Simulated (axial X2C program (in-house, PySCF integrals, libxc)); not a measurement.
**AlCl⁺: bond constants with and without spin–orbit coupling**

Computed with an in-house relativistic program for diatomic molecules. Spin-free means the one-electron spin-free X2C Hamiltonian; two-component (2c) means X2C with spin–orbit coupling and atomic mean-field two-electron Coulomb and Gaunt terms, so the difference of the two also holds small scalar two-electron terms. Basis: Cl dyall-av3z [9s8p3d2f], Al dyall-v3z [8s8p2d1f] (cores contracted in-house); Gaussian nuclei, density fitting, unrestricted open shells. Masses: Cl 34.969 u, Al 26.982 u.

Input:
```json
{"zs": [17, 13], "q": 1, "bas": ["dyall-av3z", "dyall-v3z"], "levels": ["PBE0", "HF", "B97-3"], "cc": true, "r0": 2.25, "thr": -2.0, "nmax": 90, "npts": 10, "nst": 2, "ntry": 6}
```
```bash
python so2c.py task.json out
```

Keys: zs atomic numbers; q charge; bas basis sets; levels methods; cc coupled cluster on or off; r0 starting distance in Å; thr threshold in hartree for freezing inner shells (an s shell follows its p shell); nmax most natural virtual spinors; npts points on the curve; nst determinants followed; ntry starts of the search. HF also brings MP2.

State, spin-free: M_S = 1/2, Λ = 0 (beyond evenly filled blocks: σα); electrons by block: σα: 9, σβ: 8, π+α: 3, π+β: 3, π-α: 3, π-β: 3. Fragments: Cl + Al+.

State, 2c: Ω = 1/2 (⟨Sz⟩ = 0.50, ⟨Lz⟩ = 0.00 at PBE0); electrons by block: 1/2: 12, -1/2: 11, 3/2: 3, -3/2: 3. Fragments: Cl + Al+.

```csv
Hamiltonian,level,Re (Å),ωe (cm⁻¹),αe (cm⁻¹),De (eV),D0 (eV),k (mdyn/Å),μ (D)
spin-free,PBE0,2.032,594.3,0.00168,2.05,2.02,3.17,5.60
spin-free,HF,2.019,629.2,0.00151,1.35,1.31,3.55,6.06
spin-free,MP2,2.030,618.1,0.00144,2.09,2.05,3.43,n/a
spin-free,CCSD,2.034,602.3,0.00162,1.66,1.62,3.26,n/a
spin-free,CCSD(T),2.039,595.8,0.00161,1.78,1.75,3.19,n/a
spin-free,B97-3,2.042,583.4,0.00167,1.91,1.88,3.05,5.56
2c,PBE0,2.032,594.0,0.00168,2.05,2.01,3.17,5.59
2c,HF,2.020,629.0,0.00151,1.28,1.25,3.55,6.06
2c,MP2,2.031,617.9,0.00144,2.06,2.02,3.43,n/a
2c,CCSD,2.034,602.1,0.00162,1.62,1.58,3.25,n/a
2c,CCSD(T),2.039,595.6,0.00162,1.75,1.71,3.18,n/a
2c,B97-3,2.042,583.1,0.00168,1.88,1.85,3.05,5.56
```

Correlated methods: 9 electrons correlated (number of frozen shells: Cl 2 s, 1 p; Al 2 s, 1 p), 169 virtual spin orbitals or spinors in MP2, 90 natural virtuals in coupled cluster.

Dipoles are positive if Al is the positive end and refer to the centre of mass.

The state is one determinant whose occupation by symmetry is held fixed; it was picked as the lowest of a PBE0 search that is not exhaustive. Dissociation energies refer to the lowest single-determinant-based atoms at the same level and basis. Density functionals use the spin component along the axis (collinear). Coupled cluster ran in a truncated set of natural virtual spinors; the MP2 energy of the rest was added. (T) has no such correction and the atoms are truncated less, which lowers De at CCSD(T) by a hundredth of an eV or more. The 2c atoms are single determinants rather than J levels; their spin–orbit lowering is only partly caught, and De is too large by that part. This holds for PBE0. The functionals have no current-density term, which raises determinants with orbital currents, atoms included.

Rough cost a point (2c) on 1 thread(s) of a shared host, integrals apart: PBE0 0.27 s, HF 0.12 s, CCSD(T) 3 s, B97-3 0.28 s.

The whole task took 76 s on 1 thread of Intel(R) Xeon(R) Processor @ 2.30GHz, on a shared host.
